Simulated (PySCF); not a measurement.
LiMg⁻: script and output

The script input.py:

```python
from pyscf import gto, scf, cc

mol = gto.M(
    atom='Li 0 0 0; Mg 0 0 3.151',
    basis='x2c-svpall',
    charge=-1,
    spin=0,
    verbose=4,
)
mf = scf.RHF(mol)
mf = mf.sfx2c1e()
mf.kernel()
mycc = cc.CCSD(mf)
mycc.kernel()
mf.dip_moment()
print('orbital energies (hartree):', mf.mo_energy[..., max(0, mol.nelec[1]-3):mol.nelec[0]+3].round(4))
```

```bash
$ OMP_NUM_THREADS=1 python input.py
```

The log (some set-up lines and the per-cycle HOMO/LUMO lines with their warnings removed):

```
PySCF version 2.14.0

[INPUT] Symbol           X                Y                Z      unit          X                Y                Z       unit  Magmom
[INPUT]  1 Li     0.000000000000   0.000000000000   0.000000000000 AA    0.000000000000   0.000000000000   0.000000000000 Bohr   0.0
[INPUT]  2 Mg     0.000000000000   0.000000000000   3.151000000000 AA    0.000000000000   0.000000000000   5.954527018505 Bohr   0.0

nuclear repulsion = 6.04582024535703
number of shells = 5
number of NR pGTOs = 52
number of NR cGTOs = 27
basis = x2c-svpall
ecp = {}

******** <class 'pyscf.x2c.sfx2c1e.sfX2C1eRHF'> ********
method = sfX2C1eRHF
initial guess = minao
damping factor = 0
level_shift factor = 0
DIIS = <class 'pyscf.scf.diis.CDIIS'>
SCF conv_tol = 1e-09
SCF max_cycles = 50

******** <class 'pyscf.x2c.sfx2c1e.SpinFreeX2CHelper'> ********
approx = 1e
xuncontract = 1
Initial guess from minao.
init E= -207.247997958701
cycle= 1 E= -207.239427441139  delta_E= 0.00857  |g|= 0.0701  |ddm|= 1.51
cycle= 2 E= -207.250624447271  delta_E= -0.0112  |g|= 0.0213  |ddm|= 0.914
cycle= 3 E= -207.251562514731  delta_E= -0.000938  |g|= 0.00804  |ddm|= 0.269
cycle= 4 E= -207.251712614696  delta_E= -0.00015  |g|= 0.00191  |ddm|= 0.102
cycle= 5 E= -207.251722930572  delta_E= -1.03e-05  |g|= 0.000429  |ddm|= 0.0268
cycle= 6 E= -207.251723650879  delta_E= -7.2e-07  |g|= 0.000147  |ddm|= 0.00837
cycle= 7 E= -207.251723744694  delta_E= -9.38e-08  |g|= 2.38e-05  |ddm|= 0.00403
cycle= 8 E= -207.251723746589  delta_E= -1.9e-09  |g|= 6.35e-06  |ddm|= 0.000497
cycle= 9 E= -207.25172374671  delta_E= -1.21e-10  |g|= 8.58e-07  |ddm|= 0.000117
Extra cycle  E= -207.251723746711  delta_E= -1.14e-12  |g|= 3.85e-07  |ddm|= 8.23e-06
converged SCF energy = -207.251723746711

******** <class 'pyscf.cc.ccsd.CCSD'> ********
CC2 = 0
CCSD nocc = 8, nmo = 27
max_cycle = 50
direct = 0
conv_tol = 1e-07
conv_tol_normt = 1e-05
Init t2, MP2 energy = -207.302430909066  E_corr(MP2) -0.0507071623544506
Init E_corr(CCSD) = -0.0507071623546392
cycle = 1  E_corr(CCSD) = -0.0634548262650596  dE = -0.0127476639  norm(t1,t2) = 0.091607
cycle = 2  E_corr(CCSD) = -0.0685258646773475  dE = -0.00507103841  norm(t1,t2) = 0.0503529
cycle = 3  E_corr(CCSD) = -0.0737288209190628  dE = -0.00520295624  norm(t1,t2) = 0.0305733
cycle = 4  E_corr(CCSD) = -0.073775762814738  dE = -4.69418957e-05  norm(t1,t2) = 0.00716893
cycle = 5  E_corr(CCSD) = -0.0738446886296216  dE = -6.89258149e-05  norm(t1,t2) = 0.00270087
cycle = 6  E_corr(CCSD) = -0.0738673359939697  dE = -2.26473643e-05  norm(t1,t2) = 0.00117782
cycle = 7  E_corr(CCSD) = -0.0738234164535305  dE = 4.39195404e-05  norm(t1,t2) = 0.000333637
cycle = 8  E_corr(CCSD) = -0.073834593414473  dE = -1.11769609e-05  norm(t1,t2) = 0.00012343
cycle = 9  E_corr(CCSD) = -0.0738341081462369  dE = 4.85268236e-07  norm(t1,t2) = 3.52439e-05
cycle = 10  E_corr(CCSD) = -0.0738336934409252  dE = 4.14705312e-07  norm(t1,t2) = 1.72935e-05
cycle = 11  E_corr(CCSD) = -0.0738335211572211  dE = 1.72283704e-07  norm(t1,t2) = 6.15243e-06
cycle = 12  E_corr(CCSD) = -0.0738335741807829  dE = -5.30235618e-08  norm(t1,t2) = 2.59299e-06
CCSD converged
E(CCSD) = -207.325557320892  E_corr = -0.07383357418078287
Dipole moment(X, Y, Z, Debye):  0.00000,  0.00000, -4.25567
orbital energies (hartree): [-2.1496 -0.132  -0.0042  0.1595  0.174   0.174 ]
```

In short: E(SCF) = -207.251724 Eh, 9 cycles, E(CCSD) − E(SCF) = -0.07383 Eh.

Run time: 1.5 s on 1 thread of Intel Xeon Platinum 8259CL @ 2.50GHz (shared host), peak memory 0.12 GiB.

The basis has no diffuse functions, which an anion needs. Stability towards an unrestricted solution was not tested. The bond length is a typed value, not an optimised one. The dipole of an ion depends on the origin.
